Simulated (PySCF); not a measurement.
Geometry:
| atom | x (Å) | y (Å) | z (Å) |
| --- | --- | --- | --- |
| C1 | 1.442 | 0.246 | -0.105 |
| P2 | 0.272 | -0.398 | 1.181 |
| C3 | -1.339 | 0.168 | 0.458 |
| H4 | 2.445 | -0.172 | 0.069 |
| H5 | 1.518 | 1.340 | -0.001 |
| H6 | 1.132 | 0.011 | -1.135 |
| H7 | 0.213 | -1.745 | 0.702 |
| H8 | -2.170 | -0.287 | 1.017 |
| H9 | -1.449 | -0.079 | -0.609 |
| H10 | -1.419 | 1.259 | 0.577 |

Geometry: PBE0-D3(BJ)/def2-SVP; GIAO shifts from PySCF, gas phase, non-relativistic, averaged over equivalent atoms.

At PBE0/pcSseg-0 (45 basis functions, 2.2 s wall time on 1 thread of an Arm Neoverse V1, shared host):
```
             atoms  δ (ppm)
             C1/C3      9.2
                P2   -194.6
                H7     3.52
H4/H5/H6/H8/H9/H10     0.91
```

Referencing at the same level of theory: $^{13}$C (σref 193.52) and $^{1}$H (σref 32.83) vs TMS; $^{31}$P (σref 281.41) against H3PO4.

Task: What do these become at PBE0/cc-pVTZ?

Result: 
| atoms | δ at PBE0/cc-pVTZ | change |
| --- | --- | --- |
| C1/C3 | 9.8 | +0.6 |
| P2 | -123.5 | +71.1 |
| H7 | 3.36 | -0.16 |
| H4/H5/H6/H8/H9/H10 | 1.04 | +0.13 |

Chemical shifts δ = σref − σ; $^{13}$C (σ = 187.29 ppm), $^{1}$H (σ = 31.29 ppm) vs TMS; H3PO4 for $^{31}$P (σ = 319.75 ppm), all at this level.

The largest change is at P2 (phosphorus bonded to 2 C, H). Cost: 192 basis functions, 11 s wall time on 1 thread of an Arm Neoverse V1, shared host.

Experimental scales use liquid or dissolved standards, which lie at an offset from isolated H3PO4.
